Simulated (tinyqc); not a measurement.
Inside a calculation. Method: extended Hueckel theory, for PH2. One step of it, computed by the program tinyqc.

Task: Wolfsberg-Helmholz matrix. H_ij = K' S_ij (H_ii + H_jj)/2 for i != j (the diagonal keeps H_ii), with K' = 2.

overlap S, order 1P 3s, 1P 3px, 1P 3py, 1P 3pz, 2H 1s, 3H 1s:
$$\begin{pmatrix}
1.000000 & 0.000000 & 0.000000 & 0.000000 & 0.393651 & 0.393651 \\
0.000000 & 1.000000 & 0.000000 & 0.000000 & 0.000000 & 0.000000 \\
0.000000 & 0.000000 & 1.000000 & 0.000000 & 0.414505 & -0.414505 \\
0.000000 & 0.000000 & 0.000000 & 1.000000 & 0.354192 & 0.354192 \\
0.393651 & 0.000000 & 0.414505 & 0.354192 & 1.000000 & 0.078092 \\
0.393651 & 0.000000 & -0.414505 & 0.354192 & 0.078092 & 1.000000
\end{pmatrix}$$

diagonal H_ii (eV): 1P 3s -18.600000, 1P 3px -14.000000, 1P 3py -14.000000, 1P 3pz -14.000000, 2H 1s -13.600000, 3H 1s -13.600000

K = 2.000000

Give: H.

Result:

H (eV), order 1P 3s, 1P 3px, 1P 3py, 1P 3pz, 2H 1s, 3H 1s:
$$\begin{pmatrix}
-18.6000 & 0.0000 & 0.0000 & 0.0000 & -12.6756 & -12.6756 \\
0.0000 & -14.0000 & 0.0000 & 0.0000 & 0.0000 & 0.0000 \\
0.0000 & 0.0000 & -14.0000 & 0.0000 & -11.4403 & 11.4403 \\
0.0000 & 0.0000 & 0.0000 & -14.0000 & -9.7757 & -9.7757 \\
-12.6756 & 0.0000 & -11.4403 & -9.7757 & -13.6000 & -2.1241 \\
-12.6756 & 0.0000 & 11.4403 & -9.7757 & -2.1241 & -13.6000
\end{pmatrix}$$
